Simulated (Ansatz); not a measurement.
# How far each method lies from full CI for GeH3, doublet

Geometry: displaced at random from a stationary point.

```json
{"atom": "Ge", "x (Å)": "0.0002", "y (Å)": "-0.0001", "z (Å)": "-0.0175"}
{"atom": "H", "x (Å)": "1.4643", "y (Å)": "0.0006", "z (Å)": "0.4426"}
{"atom": "H", "x (Å)": "-0.7010", "y (Å)": "1.3042", "z (Å)": "0.3958"}
{"atom": "H", "x (Å)": "-0.7747", "y (Å)": "-1.2975", "z (Å)": "0.4261"}
```

Basis 6-31G (Cartesian d functions); Ansatz 0.2.0. Correlated methods freeze the noble-gas cores and the filled d shells of p-block atoms, which leaves 7 electrons in 21 orbitals. Prefix R: restricted or restricted open-shell reference; prefix U: unrestricted. Active spaces: valence = (7e, 7o) chosen from the atoms' valence shells. No spin–orbit coupling is included, and no scalar relativity.

Full CI is exact within this basis and frozen core; it isn't the basis-set limit. The frozen core follows each run's orbitals, which can shift R against U totals by a few meV for light atoms and by up to 0.1 eV past Ca.

For open shells CISD is restricted-active-space CI with the open shells as a complete middle space.

The UHF ⟨S²⟩ is 0.754. The T1 diagnostic (RCCSD) is 0.0131. The largest doubles amplitude (RCCSD) is 0.035.

```
   level  E − E(RHF) (eV)
    RMP2          -1.3655
   RCCSD          -1.9127
RCCSD(T)          -1.9370
```

Q: Estimate how far full CI in 6-31G lies from RCCSD(T). The table doesn't fix it; the size of (T) and the diagnostics are the guide.

A: Full CI in 6-31G lies 10 meV below RCCSD(T), which is 41 % of the (T) step (-24 meV). The diagnostics give no warning, yet the rest is a sizeable part of (T).

The other levels:

```csv
level,E − E(full CI) (meV),share of correlation (%),wall time
CISD,89,95.44,0.36 s
BCCD(T),10,99.49,0.45 s
RCCSDT,1,99.95,–
RCCSDT(Q),0,99.99,1.2 s
RCCSDTQ,0,100.01,18 s
CASSCF (valence space),568,70.85,–
NEVPT2 (valence space),157,91.92,1.7 s
NEVPT4(SD) (valence space),29,98.49,2 s
MRCISD (valence space),15,99.23,–
MRCISD+Q (valence space),8,99.61,2.1 s
```

The correlation energy at full CI, counted from RHF, is -1.947 eV. That run took 40 s on 1 thread of Arm Neoverse V2, shared host over 7,960,050 determinants.

Run but not shown, since their state or frozen core can't be matched to the reference's or they repeat it: UHF, UMP2, UCCSD, UCCSD(T), UCCSDT, UCCSDT(Q).

Times hold each run's SCF and search for its determinant on a shared host, so for small cases they say little of a method's own cost; they ran on 1 thread of Arm Neoverse V2.

The full-CI state has the irrep A of C1, in the program's axes.

Natural occupations of full CI about the gap: 1.976 1.961 1.959 0.996 0.037 0.026 0.025 0.005 0.004 0.004; effectively unpaired electrons, Σ n²(2−n)², 1.03.
